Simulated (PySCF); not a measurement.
**Exact simulation of a proton spin system**

Molecule: `c1cc[nH]c1`, C₄H₅N.

Bonds (- single, = double, # triple, : aromatic): C1:C2 1.417 Å, C2:C3 1.372 Å, C3:N4 1.364 Å, N4:C5 1.364 Å, C5:C1 1.372 Å. C1 carries H6; C2 carries H7; C3 carries H8; N4 carries H9; C5 carries H10.

- shielding tensors at B97-2/pcSseg-2 (GIAO)
- spin–spin couplings from B3LYP/pcJ-2
- coordinates at the PBE0-D3(BJ)/def2-TZVP level
- run in PySCF 2.14.0 with density-fitted response routines
- one computed conformer, no relativistic terms, one averaged value for each set of equivalent atoms, no solvent

δ = σ(ref) − σ, references computed at the same level: TMS for 1H (σref 31.64).

Shifts (ppm): H6/H7 6.54, H8/H10 6.86.
Couplings (Hz): H6–H7: 4.4; H6–H8, H7–H10: 1.4; H6–H10, H7–H8: 3.6; H8–H10: 2.2.

The 4-spin Hamiltonian (Zeeman plus full scalar coupling among like nuclei) was diagonalised exactly; lines are Lorentzian, 0.4 Hz wide, and the maxima above 3 % are listed with the tallest set to 100.

Question: Give the 1H peak list of this spin system at 60 MHz.

Answer: 
```tsv
Hz	ppm	height
414.4	6.906	58
412.0	6.867	100
411.2	6.853	52
409.2	6.821	95
405.2	6.753	3
398.8	6.647	3
394.8	6.579	95
392.8	6.547	52
392.0	6.533	100
389.7	6.494	58
```

Question: And at 400 MHz?

Answer: 
```csv
Hz,ppm,height
2746.5,6.866,92
2744.2,6.861,77
2743.9,6.860,73
2743.6,6.859,61
2741.5,6.854,100
2618.5,6.546,100
2616.4,6.541,61
2616.1,6.540,73
2615.8,6.539,77
2613.5,6.534,92
```

Question: Among coupled protons with different shifts, which pair is furthest from first order, and how does the field change that?

Answer: H6 and H10: Δν/J is about 5.3 at 60 MHz (intermediate, with clear roofing) and 35.6 at 400 MHz (close to first order). J in Hz doesn't depend on the field, while Δν in Hz grows in proportion to it. The system also holds chemically equivalent protons that couple differently to a partner (AA′BB′ or AA′XX′ type), and that part stays second order at any field.

OH and NH positions are those of a molecule without intermolecular hydrogen bonds; in solution they move with solvent, concentration and temperature, and exchange usually removes their couplings.
